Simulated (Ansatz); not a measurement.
The pair A = C2H2 (SMILES C#C) (first 4 atoms), B = C2H2 (SMILES C#C); geometry from S66by8 set.
(charge 0, multiplicity 1):
```xyz
8

C     -0.5991    -0.0744    -2.1927
H     -1.6611    -0.0743    -2.1986
C      0.6127    -0.0745    -2.1895
H      1.6747    -0.0746    -2.1897
C     -0.0048     0.0553     1.5857
H     -0.0014     0.0215     0.5224
C     -0.0088     0.0936     2.7972
H     -0.0120     0.1269     3.8581
```

Cores are frozen in the correlated methods. MP2 and its Hartree–Fock in aug-cc-pVQZ, aug-cc-pVTZ are density fitted.

Programs: Ansatz (Gaussian orbitals). Values without a source in brackets are computed.

The counterpoise-corrected interaction energy is E(AB) − E(A in the pair's basis) − E(B in the pair's basis). Total energies (hartree):

```json
[
 {"level": "HF/aug-cc-pVTZ", "AB": "-153.6992353", "A in the pair's basis": "-76.8491947", "B in the pair's basis": "-76.8491605"},
 {"level": "MP2/aug-cc-pVTZ", "AB": "-154.3311879", "A in the pair's basis": "-77.1643796", "B in the pair's basis": "-77.1643055"},
 {"level": "HF/aug-cc-pVQZ", "AB": "-153.7078265", "A in the pair's basis": "-76.8534961", "B in the pair's basis": "-76.8534468"},
 {"level": "MP2/aug-cc-pVQZ", "AB": "-154.3739805", "A in the pair's basis": "-77.1857372", "B in the pair's basis": "-77.1856633"},
 {"level": "CCSD(T)/aug-cc-pVTZ", "AB": "-154.3872162", "A in the pair's basis": "-77.1924701", "B in the pair's basis": "-77.1924303"}
]
```

Question: Work out the counterpoise-corrected interaction energy at the basis-set limit: extrapolate the MP2 correlation part as X⁻³, take Hartree–Fock from the larger set, and add the CCSD(T) − MP2 difference of aug-cc-pVTZ.

Answer: 
1. Differences (1 hartree = 627.509 kcal/mol): HF/aug-cc-pVTZ -0.552; MP2/aug-cc-pVTZ -1.570; HF/aug-cc-pVQZ -0.554; MP2/aug-cc-pVQZ -1.619; CCSD(T)/aug-cc-pVTZ -1.453.
2. Correlation parts, MP2 less HF: -1.018 in aug-cc-pVTZ (X = 3), -1.065 in aug-cc-pVQZ (X = 4).
3. Limit (4³·(-1.065) − 3³·(-1.018))/(4³ − 3³) = -1.098; with HF/aug-cc-pVQZ it gives -1.653.
4. CCSD(T) less MP2 in aug-cc-pVTZ: 0.117.
Result: -1.54 kcal/mol, against -1.57 at MP2/aug-cc-pVTZ. It is an estimate of this method's limit, not of the exact value.

Ansatz is an electronic-structure program.
